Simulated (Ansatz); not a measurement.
## Ga₂Os (Fddd)

These are results of DFT PBEsol, scalar-relativistic, plane waves, PAW (Ansatz), not measurements.

Plane waves to 420 eV, a k mesh through Γ of 8×8×8 on the computed 6-atom cell and Gaussian smearing (0.02 eV); no spin polarisation.

The structure is relaxed at this level of theory with its symmetry kept. Whether it is the stable form of this composition wasn't checked.

```
Ga Os
1.0
     0.00000    4.10437    4.34749
     2.35651    0.00000    4.34749
     2.35651    4.10437    0.00000
Ga Os
4 2
Direct
  0.08265 0.41735 0.08265
  0.41735 0.08265 0.41735
  0.16735 0.83265 0.16735
  0.83265 0.16735 0.83265
  0.75000 0.75000 0.75000
  0.50000 0.50000 0.50000
```

```
Space group                                                                                                                                 : Fddd (No. 70)
Volume per atom                                                                                                                             : 14.02 Å³
Formation energy from the elements' standard states (uncorrected)                                                                           : -0.194 eV/atom
Kohn–Sham band gap                                                                                                                          : 0.71 eV, indirect from Γ to (0.021, 0.302, 0.323)
Löwdin character of the top 1 eV of the valence band                                                                                        : Os 5d 78 %, Ga 4p 16 %
Löwdin character of the lowest 1 eV of the conduction band                                                                                  : Os 5d 60 %, Ga 4p 26 %, Ga 4s 8 %
Electron masses at the edge by Cartesian direction of the standard setting (m_e; degenerate bands sorted by energy; no spin-orbit coupling) : x: 1.6; y: over 30; z: 1.3
Hole masses at the edge by Cartesian direction of the standard setting (m_e; degenerate bands sorted by energy; no spin-orbit coupling)     : x: 0.11; y: 0.35; z: 0.29
Bulk modulus                                                                                                                                : 198 GPa
Its pressure derivative                                                                                                                     : 5.1
Bader charges (e)                                                                                                                           : Ga (4 in the cell) 0.41, Os (2 in the cell) -0.82
```

Spin-orbit coupling is left out, which matters for the bands of heavy elements.